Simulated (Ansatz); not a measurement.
Input for Ansatz (development build ahead of 0.2.0):

```yaml
crystal:
  periodic: [false, false, false]
  atoms:
    - { symbol: P, position_ang: [0.0, 0.0, 0.50677] }
    - { symbol: F, position_ang: [0.0, 1.38386, -0.28154] }
    - { symbol: F, position_ang: [1.19846, -0.69193, -0.28154] }
    - { symbol: F, position_ang: [-1.19846, -0.69193, -0.28154] }
basis:
  gaussian: { orbitals: pcseg-2 }
magnetization:
  spin_polarized: true
hamiltonian:
  xc: hf
```

The input is written out in the form of the current development build from the run's settings.

Results

```yaml
Converged: yes
Total_energy: -639.29834 hartree
Spin_squared_of_the_determinant: 0.000
Stability_test: minimum
```
